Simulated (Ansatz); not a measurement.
## Molecular dynamics, step by step

CH₄ClO (charge -1), singlet, B3LYP-D4/def2-SVP (Ansatz 0.2.0). Settings (timestep in fs, temperature in K; T counts 15 degrees of freedom):

```yaml
hamiltonian: {xc: {name: B3LYP}, dispersion: d4}
md: {n_steps: 60, timestep: 0.25, temperature: 300, ensemble: nvt_nose_hoover, seed: 378, initial_velocities: maxwell_boltzmann}
```

Start, the saddle point found with PBE0-D4 in triple zeta (not stationary at another level):

Cl1  (-2.301, -0.613, 0.814)
C2  (-0.435, -0.188, 0.199)
O3  (1.732, 0.214, -0.448)
H4  (-0.563, -0.182, -0.868)
H5  (-0.268, 0.762, 0.674)
H6  (0.122, -1.016, 0.600)
H7  (1.714, 1.022, -0.971)
(Å)

| step | time (fs) | potential energy less the start (meV) | kinetic energy (meV) | T (K) |
| --- | --- | --- | --- | --- |
| 0 | 0.00 | 0.0 | 193.9 | 300 |
| 4 | 1.00 | 23.1 | 170.9 | 264 |
| 8 | 2.00 | 69.0 | 125.3 | 194 |
| 12 | 3.00 | 78.2 | 116.1 | 180 |
| 16 | 4.00 | 47.5 | 146.7 | 227 |
| 20 | 5.00 | 23.1 | 170.9 | 264 |
| 24 | 6.00 | 40.6 | 153.6 | 238 |
| 28 | 7.00 | 79.4 | 115.1 | 178 |
| 32 | 8.00 | 80.0 | 114.6 | 177 |
| 36 | 9.00 | 34.3 | 160.0 | 248 |
| 40 | 10.00 | 9.7 | 184.5 | 285 |
| 44 | 11.00 | 43.9 | 150.6 | 233 |
| 48 | 12.00 | 88.7 | 106.1 | 164 |
| 52 | 13.00 | 85.0 | 109.8 | 170 |
| 56 | 14.00 | 44.3 | 150.4 | 233 |
| 60 | 15.00 | 27.3 | 167.4 | 259 |

Step 4, positions (Å) and forces (eV/Å):

```
atom       x       y       z      Fx      Fy      Fz
 Cl1  -2.300  -0.613   0.814  -0.800  -0.130   0.268
  C2  -0.443  -0.185   0.199   0.757  -1.204   0.142
  O3   1.736   0.214  -0.445  -0.036   0.266  -0.162
  H4  -0.576  -0.170  -0.858   0.103  -0.039  -0.711
  H5  -0.260   0.749   0.656   0.333   0.916   0.492
  H6   0.124  -1.038   0.599  -0.198   0.496  -0.262
  H7   1.701   1.026  -0.999  -0.157  -0.306   0.233
```

Step 24, positions (Å) and forces (eV/Å):

```
atom       x       y       z      Fx      Fy      Fz
 Cl1  -2.298  -0.614   0.816  -0.728  -0.027   0.314
  C2  -0.470  -0.190   0.199   0.368   1.517  -0.757
  O3   1.756   0.220  -0.438   0.048  -0.223   0.259
  H4  -0.620  -0.122  -0.894   0.302  -0.199   0.588
  H5  -0.173   0.795   0.639  -0.223  -1.059  -0.235
  H6   0.088  -1.039   0.542   0.374  -0.260   0.060
  H7   1.625   0.947  -1.062  -0.141   0.251  -0.229
```

Step 40, positions (Å) and forces (eV/Å):

```csv
atom,x,y,z,Fx,Fy,Fz
Cl1,-2.300,-0.616,0.818,-0.537,0.089,0.251
C2,-0.485,-0.183,0.191,0.404,-0.086,-0.289
O3,1.772,0.225,-0.431,-0.084,0.243,-0.141
H4,-0.614,-0.113,-0.880,0.048,-0.057,-0.246
H5,-0.120,0.741,0.623,-0.050,0.096,0.257
H6,0.093,-1.044,0.489,0.168,-0.148,0.046
H7,1.541,0.881,-1.119,0.050,-0.138,0.122
```

Last step (60):

```xyz
7
angstrom
Cl -2.3051 -0.6166 0.8232
C -0.4950 -0.1795 0.1760
O 1.7910 0.2336 -0.4242
H -0.5966 -0.1099 -0.9112
H -0.0565 0.7040 0.6613
H 0.1154 -1.0556 0.4252
H 1.4580 0.7739 -1.1585
```

Hardware: 2 CPU threads of an Arm Neoverse V2, shared host. Wall time about 52 s.
